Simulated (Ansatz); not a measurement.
**HfO2 (P2₁/c, No. 14)**

Calculation: LDA in Ansatz (plane waves, PAW).

Run with plane-wave cutoff 500 eV, 8×8×8 k mesh, gaussian smearing 0.02 eV, scalar-relativistic PAW data made under PBE.

Cell (relaxed at this level):

```cif
data_Hf4O8
_chemical_formula_sum 'Hf4 O8'
_space_group_name_H-M_alt 'P21/c'
_space_group_IT_number 14
_space_group_name_Hall '-P 2ybc'
_cell_length_a 5.04725
_cell_length_b 5.14031
_cell_length_c 5.21531
_cell_angle_alpha 90.000
_cell_angle_beta 99.574
_cell_angle_gamma 90.000
loop_
_space_group_symop_operation_xyz
  'x, y, z'
  '-x, -y, -z'
  '-x, y+1/2, -z+1/2'
  'x, -y+1/2, z+1/2'
loop_
_atom_site_label
_atom_site_type_symbol
_atom_site_symmetry_multiplicity
_atom_site_Wyckoff_symbol
_atom_site_fract_x
_atom_site_fract_y
_atom_site_fract_z
_atom_site_occupancy
Hf1 Hf 4 e 0.27779 0.04277 0.20831 1
O1 O 4 e 0.55375 0.25852 0.01872 1
O2 O 4 e 0.07295 0.34088 0.33772 1
```

For HfO2 (P2₁/c, No. 14), the band gap comes out as 3.94 eV (on the SCF k mesh).

Measured, for comparison: band gap 5.7 eV (temperature not stated, not corrected to a static lattice, our sources range from 5.70 to 5.84; as tabulated in Choudhary et al. (2018), arXiv:1804.01032).

Note: the relaxation could not lower the start's symmetry, so the cell can be a saddle point above a distorted one.

Spin–orbit coupling is not included.

Computed values are for the static lattice.

Ansatz is a quantum-chemistry and plane-wave program.
